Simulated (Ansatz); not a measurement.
The inner images of a band of CH2F + H2S (7 atoms, charge 0, multiplicity 2) are given out of order.

Level of theory: UKS BHLYP-D4/cc-pVDZ in Ansatz 0.2.0.

Image 0:

```xyz
7
Properties=species:S:1:pos:R:3
H 1.339 -2.059 0.482
S 2.286 -1.112 0.344
C -1.309 0.673 -0.386
F -0.385 1.158 0.449
H 1.417 -0.112 0.574
H -1.020 0.673 -1.431
H -2.329 0.778 -0.032
```

Image 6:

```xyz
7
Properties=species:S:1:pos:R:3
H -0.455 -0.836 -0.359
S 2.568 -1.037 0.869
C -0.906 0.159 -0.347
F -0.005 1.050 0.203
H 1.750 0.031 0.736
H -1.140 0.479 -1.365
H -1.812 0.154 0.263
```

Put them in order from the first end to the last, with their energies above the first end.
A.
```xyz
7
Properties=species:S:1:pos:R:3
H 0.607 -1.164 -0.067
S 1.825 -1.372 0.470
C -1.063 0.516 -0.364
F -0.322 1.410 0.284
H 1.899 -0.105 0.911
H -1.065 0.619 -1.443
H -1.882 0.097 0.209
```
B.
```xyz
7
Properties=species:S:1:pos:R:3
H -0.233 -0.672 -0.261
S 2.287 -1.289 0.660
C -0.868 0.212 -0.326
F -0.196 1.273 0.242
H 1.890 -0.008 0.838
H -1.081 0.443 -1.373
H -1.800 0.041 0.219
```
C.
```xyz
7
Properties=species:S:1:pos:R:3
H 0.306 -0.595 -0.064
S 1.529 -1.349 0.271
C -0.845 0.378 -0.286
F -0.470 1.515 0.301
H 2.022 -0.279 0.923
H -0.875 0.447 -1.372
H -1.666 -0.118 0.228
```
D.
```xyz
7
Properties=species:S:1:pos:R:3
H -0.038 -0.485 -0.158
S 1.950 -1.425 0.448
C -0.820 0.274 -0.297
F -0.404 1.453 0.262
H 2.035 -0.162 0.915
H -0.991 0.414 -1.367
H -1.732 -0.068 0.198
```
E.
```xyz
7
Properties=species:S:1:pos:R:3
H 0.885 -1.706 0.132
S 2.090 -1.210 0.467
C -1.151 0.572 -0.355
F -0.295 1.307 0.357
H 1.582 0.011 0.712
H -0.995 0.604 -1.427
H -2.116 0.423 0.115
```

E (+0.011 eV), A (+0.050 eV), C (+0.268 eV), D (-0.513 eV), B (-0.644 eV).

Time of the run: 2.8 min on 2 threads of Arm Neoverse V2 (shared host), peak memory 0.17 GiB.
